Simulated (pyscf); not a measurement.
Thermochemistry of product channels of O=Sn: [singlet] + NH₃ on the singlet surface, in kcal/mol, from CCSD(T)/def2-TZVPP + ΔMP2(QZVPP) energies (ideal gas, 1 atm, RRHO with modes under 100 cm⁻¹ raised to 100, one conformer, R ln 2 for rigid chiral ones). Optimised with ωB97X-D3(BJ)/def2-SVP in PySCF. Correlated levels are frozen-core, on RHF or UHF. ΔMP2 is the change of the MP2 total energy from the triple- to the quadruple-zeta basis.

```
products                 ΔE  ΔH(298 K)  ΔG(298 K)  ΔG(600 K)
--------------------  -----  ---------  ---------  ---------
H₂N–Sn:–OH [singlet]  -32.6      -32.6      -24.1      -15.8
H₂N–SnH=O             +26.5      +24.1      +32.2      +40.0
```

These are energies of the channels, which say nothing of barriers. The CCSD(T) − MP2 part came from Ansatz, without density fitting, on the same reference. The largest closed-shell T1 diagnostic is 0.033, which may signal static correlation. The frozen core leaves the outer d or s,p core shells of the metals and heavy elements correlated in the MP2 and CC values, and def2-TZVPP describes them poorly, which can shift differences by a few kcal/mol. Elements past Kr carry the def2 core potentials, without spin-orbit coupling.
